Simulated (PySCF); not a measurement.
carbon tetrachloride (CCl4), SMILES ClC(Cl)(Cl)Cl. Coordinates come from a B3LYP-D3(BJ)/def2-SVP optimisation.

### Question
Give the equilibrium geometry at B3LYP-D3(BJ)/def2-SVP (PySCF confirms it by a frequency run) as Cartesian coordinates in Å, and its point group. (Estimate from the structure and the level; the computed values follow.)

### Answer
point group Td.
```xyz
5

Cl     1.0311     1.0311    -1.0311
C      0.0000     0.0000     0.0000
Cl    -1.0311     1.0311     1.0311
Cl    -1.0311    -1.0311    -1.0311
Cl     1.0311    -1.0311     1.0311
```
